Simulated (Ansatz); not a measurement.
Total energies of C₃H₈N₂, SMILES `C=C(N)CN`.

Z-matrix (Å, degrees):
```
C
N 1 1.458
C 1 1.504 2 110.6
H 1 1.096 2 107.3 3 117.7
H 1 1.096 2 114.4 3 -123.2
H 2 1.013 1 110.5 3 74.5
H 2 1.011 1 111.0 3 -166.3
N 3 1.379 1 112.7 2 49.6
C 3 1.337 1 121.7 2 -133.7
H 8 1.011 3 112.5 1 -31.2
H 8 1.006 3 116.0 1 -164.8
H 9 1.081 3 120.3 1 0.3
H 9 1.084 3 122.0 1 -177.7
```

The species carries charge 0 and has multiplicity 1. All single points use the PBE0-D4/def2-TZVP geometry. It is one conformer, not always the lowest. Basis def2-TZVPP, Ansatz.

RPA on PBE orbitals: Hartree–Fock energy of these orbitals -227.17908 Eh, correlation -1.50475 Eh (frozen core).

```tsv
functional	kind	energy without D4 (Eh)	D4 term (kJ/mol)
LDA (SPW92)	LDA	-226.70152	–
PBE	GGA	-228.41515	-22.9
revPBE	GGA	-228.63968	-80.9
BLYP	GGA	-228.61030	-51.6
PBE0	global hybrid, 25 % exact exchange	-228.43767	-19.1
B3LYP	global hybrid, 20 %	-228.71827	-36.4
r2SCANh	meta-GGA hybrid, 10 %	-228.56286	-6.1
r2SCAN0	meta-GGA hybrid, 25 %	-228.54779	-6.7
HSE06 (plane-wave form)	screened hybrid	-228.42476	-17.6
BHLYP	global hybrid, 50 %	-228.56709	-24.6
CAM-B3LYP	range-separated hybrid	-228.59359	-19.0
ωB97X-V	range-separated hybrid GGA with VV10	-228.63939	–
ωB97M-V	range-separated hybrid meta-GGA with VV10	-228.60417	–
B2PLYP	double hybrid	-228.51085	–
```

Task: Give the same for r2SCAN, B97M-V, LC-ωPBE, PBE-QIDH. (Best estimate.)

Result: Computed: 
```json
{"functional": "r2SCAN", "kind": "meta-GGA", "energy without D4 (Eh)": "-228.57361", "D4 term (kJ/mol)": "-5.9"}
{"functional": "B97M-V", "kind": "meta-GGA with VV10", "energy without D4 (Eh)": "-228.69312", "D4 term (kJ/mol)": "–"}
{"functional": "LC-ωPBE", "kind": "long-range corrected hybrid", "energy without D4 (Eh)": "-228.56592", "D4 term (kJ/mol)": "–"}
{"functional": "PBE-QIDH", "kind": "double hybrid", "energy without D4 (Eh)": "-228.40360", "D4 term (kJ/mol)": "–"}
```

B3LYP takes the VWN-RPA correlation (the form of Gaussian; ORCA's B3LYP/G). HSE06 is the plane-wave form, built on full-range PBE exchange. The double hybrids freeze the cores in their second-order part.

LC-ωPBE has ω = 0.4 bohr⁻¹.
